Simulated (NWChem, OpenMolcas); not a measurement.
C2H7N (dimethylamine): a line through the functionals

C2H7N has 10 atoms, charge 0, and is taken as a singlet. SMILES: `CNC`. The coordinates come from a PBE0-D4/def2-TZVP relaxation.

The dipole moment y, in D, basis cc-pVDZ; a is the functional's share of exact exchange. Programs: NWChem 7.3.0, OpenMolcas 26.06.

| functional | program | a | y (D) |
| --- | --- | --- | --- |
| r2SCAN | OpenMolcas | 0 | 0.83 |
| TPSS | NWChem | 0 | 0.80 |
| B3LYP | NWChem | 0.2 | 0.83 |
| PBE0 | NWChem | 0.25 | ? |
| BHLYP | NWChem | 0.5 | 0.90 |

Task: Fit y = c + s·a to the known rows and predict PBE0.

Result: 
1. Means of the 4 rows: a = 0.1750, y = 0.840.
2. Σ(Δa)² = 0.1675, Σ(Δa·Δy) = 0.028, so the slope is 0.028/0.1675 = 0.16716.
3. Intercept: 0.840 − (0.16716) × 0.1750 = 0.811. The largest residual of the fit is 0.019.
4. PBE0: 0.811 + (0.16716) × 0.25 = 0.85 D.

The run gave 0.87 D, so the prediction is off by -0.02 D, about the scatter of the fit. More exact exchange makes the molecule more polar here. The measured value is 1.03 D (NIST CCCBDB).
